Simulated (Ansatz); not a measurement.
**SiNH2F (SMILES N[Si]F) at 6 levels**

We compute a comparison of 6 runs (CAM-B3LYP/STO-3G, UB3LYP/STO-3G, r2SCAN/STO-3G, revPBE/STO-3G, wB97X/STO-3G, BCCD(T)/STO-3G) of SiNH2F. 

The calculation is run with Ansatz 0.2.0.

69 further runs of the same task are left out: 69 set aside as unsound or not needed.

## (1) The structure to begin with

SiNH2F: 5 atoms, total charge 0, spin state singlet. SMILES: `N[Si]F`. The H4–N1 distance was set to 2.526 Å, away from the relaxed value. At this shape a bond of the SMILES string is far longer than usual.

Bond lengths: N1–Si2 1.702 Å, Si2–F3 1.622 Å, N1–H5 1.008 Å. Angles: N1–Si2–F3 98.5°, Si2–N1–H5 122.2°.

## (2) The energy at CAM-B3LYP/STO-3G (run 1)

run.yaml reads:

```yaml
crystal:
  periodic: [false, false, false]
  atoms:
    - {symbol: "N", position_ang: [-1.181343, -1.064137, -0.196401]}
    - {symbol: Si, position_ang: [-0.623943, -2.437837, 0.639799]}
    - {symbol: F, position_ang: [0.805357, -1.853037, 1.136199]}
    - {symbol: H, position_ang: [0.085400, 1.109600, -0.420900]}
    - {symbol: H, position_ang: [-2.075743, -1.045137, -0.661301]}
basis:
  gaussian:
    orbitals: STO-3G
magnetization:
  spin_polarized: false
  initial_magnetization: 0
hamiltonian:
  xc: {name: CAM-B3LYP}
accuracy: high
```

On the command line:

```sh
$ ansatz run run.yaml --threads 1 --pin off --max-ram 2610MiB --events-out events.jsonl --progress --plain --runs-dir runs
```

What it wrote:

```text
Warning: RAYON_NUM_THREADS=1 ignored (pool sized by the plan → 1); use --threads N
Functional definition: CAM-B3LYP
  name "CAM-B3LYP"
  parameter alpha = 0.19
  parameter beta = 0.46
  parameter omega = 0.33/bohr
  parameter ac = 0.81
  exchange = (1 - alpha - beta)*b88_x + beta*b88_x_sr(omega) + alpha*exact_x + beta*exact_x_lr(omega)
  correlation = (1 - ac)*vwn5_c + ac*lyp_c
381 factors; integrals over basis functions are off by at most 2.8e-8 eV
164 factors; integrals over basis functions are off by at most 7.7e-10 eV
mean field evaluation 1: about -11945.3999 eV, gradient 4.5e1 eV
mean field evaluation 2: about -11925.3806 eV, gradient 8.6e1 eV
mean field evaluation 4: about -11951.6261 eV, gradient 2.8e1 eV
mean field evaluation 8: about -11956.2666 eV, gradient 4.6e-1 eV
mean field evaluation 16: about -11956.2501 eV, gradient 1.7e-4 eV
mean field -11956.25008116 eV, -439.3840862451 hartree, gradient 4.0e-8 eV, S^2 0.000000; 0 other end points of the search recorded, 0 dependent functions left out
reference -11956.25009490 eV, -439.3840867502 hartree; 16, 16 occupied and 5, 5 virtual orbitals, 381 factors
Total energy: -11956.25009490 eV, -439.3840867502 hartree
```

Wall time 1.5 s (1 thread of Arm Neoverse V1, shared host); peak memory 0.098 GiB.

## (3) A single-point energy at UB3LYP/STO-3G (run 2)

in.yaml reads:

```yaml
crystal:
  periodic: [false, false, false]
  atoms:
    - {symbol: "N", position_ang: [-1.181343, -1.064137, -0.196401]}
    - {symbol: Si, position_ang: [-0.623943, -2.437837, 0.639799]}
    - {symbol: F, position_ang: [0.805357, -1.853037, 1.136199]}
    - {symbol: H, position_ang: [0.085400, 1.109600, -0.420900]}
    - {symbol: H, position_ang: [-2.075743, -1.045137, -0.661301]}
basis:
  gaussian:
    orbitals: STO-3G
magnetization:
  spin_polarized: true
  initial_magnetization: 0
hamiltonian:
  xc: {name: B3LYP}
accuracy: high
```

On the command line:

```sh
$ ansatz run in.yaml --threads 1 --pin off --max-ram 2610MiB --events-out events.jsonl --progress --plain --runs-dir runs
```

What it wrote:

```text
Warning: RAYON_NUM_THREADS=1 ignored (pool sized by the plan → 1); use --threads N
Functional definition: B3LYP
  name "B3LYP"
  parameter a0 = 0.2
  parameter ax = 0.72
[... 1 set-up line as earlier in the session ...]
  exchange = (1 - a0 - ax)*slater_x + ax*b88_x + a0*exact_x
  correlation = (1 - ac)*vwn_rpa_c + ac*lyp_c
381 factors; integrals over basis functions are off by at most 2.8e-8 eV
mean field evaluation 1: about -11943.6755 eV, gradient 3.6e1 eV
mean field evaluation 2: about -11869.6055 eV, gradient 1.0e2 eV
mean field evaluation 4: about -11949.1552 eV, gradient 2.8e1 eV
mean field evaluation 8: about -11953.6965 eV, gradient 1.4e1 eV
mean field evaluation 16: about -11959.2737 eV, gradient 6.8e-6 eV
mean field evaluation 32: about -11960.6356 eV, gradient 1.8e-1 eV
mean field -11960.62838143 eV, -439.5449858125 hartree, gradient 1.4e-8 eV, S^2 0.944869; 4 other end points of the search recorded, 0 dependent functions left out
reference -11960.62840988 eV, -439.5449868579 hartree; 16, 16 occupied and 5, 5 virtual orbitals, 381 factors
Total energy: -11960.62840988 eV, -439.5449868579 hartree
```

It took 7.2 s on 1 thread of Arm Neoverse V1, shared host; peak memory 0.13 GiB.

Runs 3 to 5 aren't shown in full; the table further down has their settings and results.

## (4) The energy at BCCD(T)/STO-3G (run 6)

in.yaml reads:

```yaml
crystal:
  periodic: [false, false, false]
  atoms:
    - {symbol: N, position_ang: [-1.181343, -1.064137, -0.196401]}
    - {symbol: Si, position_ang: [-0.623943, -2.437837, 0.639799]}
    - {symbol: F, position_ang: [0.805357, -1.853037, 1.136199]}
    - {symbol: H, position_ang: [0.085400, 1.109600, -0.420900]}
    - {symbol: H, position_ang: [-2.075743, -1.045137, -0.661301]}
basis:
  gaussian: {orbitals: STO-3G}
correlation: {method: bccd_t, frozen_orbitals: {F: 1, H: 0, "N": 1, Si: 5}}
accuracy: high
scf: {omitted_lower_state_checks: [cluster_reference, increment]}
```

On the command line:

```sh
$ ansatz run in.yaml --threads 1 --pin off --max-ram 2610MiB --events-out events.jsonl --progress --plain --runs-dir runs
```

What it wrote, cut to the lines that bear on the results:

```text
Warning: RAYON_NUM_THREADS=1 ignored (pool sized by the plan → 1); use --threads N
Functional definition: HF
  name "HF"
[...]
381 factors; integrals over basis functions are off by at most 2.8e-8 eV
[...]
mean field -11923.55484975 eV, -438.1825586526 hartree, gradient 1.2e-8 eV, S^2 0.000000; 0 other end points of the search recorded, 0 dependent functions left out; unrestricted orbitals would lower it
7 core orbitals not correlated: weight in the atoms' cores, before any rotation towards them, 1.000 or more for the frozen orbitals, at most 0.000 for the correlated occupied ones
reference -11923.55484975 eV, -438.1825586526 hartree; 9, 9 occupied and 5, 5 virtual orbitals, 381 factors
second order -6.05829495 eV of doubles, -0.00000000 eV of singles
cycle   1  -5.15174354 eV  change    -1.6e0 eV  update   1.7e-1
[...]
cycle  36  -7.85052418 eV  change   4.1e-11 eV  update  5.0e-10
perturbative correction -0.72251314 eV, -0.0265518683 hartree
WARN: these amplitudes may be one of several solutions (largest doubles amplitude 0.61, level shift 9.42 eV)
Total energy: -11932.12788707 eV, -438.4976119632 hartree
Checks for a lower state left out: cluster_reference, increment
```

Run time: 0.26 s. Hardware: 1 thread of Arm Neoverse V1, shared host.

## (5) The series

```
run             level  frozen core orbitals  energy (Eh)  wall time
  1  CAM-B3LYP/STO-3G                     –  -439.384087      1.5 s
  2     UB3LYP/STO-3G                     –  -439.544987      7.2 s
  3     r2SCAN/STO-3G                     –  -439.444935      5.1 s
  4     revPBE/STO-3G                     –  -439.434175      2.3 s
  5      wB97X/STO-3G                     –  -439.428040        6 s
  6    BCCD(T)/STO-3G                     7  -438.497612     0.26 s
```

## (6) Results

| quantity | value |
| --- | --- |
| run 6: total energy | -438.49761 Eh |
| run 6: correlation energy (7 core orbitals frozen) | -315.1 mEh |
| run 6: (T) correction | -26.55 mEh |

**Reading.** Totals of different functionals can't be ranked against each other. In run 6 the log says that unrestricted orbitals would lower the reference, so the values rest on an unstable closed-shell determinant (other closed-shell runs at this shape may share the fault). In runs 1, 2, 3, 4, 5, 6 the basis is minimal, so the values are rough. In runs 1, 3, 4, 5 a closed-shell determinant meets a far-stretched bond, which it describes badly. Spin contamination of the reference: run 2 ⟨S²⟩ = 0.94. Where it is this large, the reference is a mixture of spin states, and values that rest on it are in doubt. All runs together took 22 s, the longest 7.2 s.
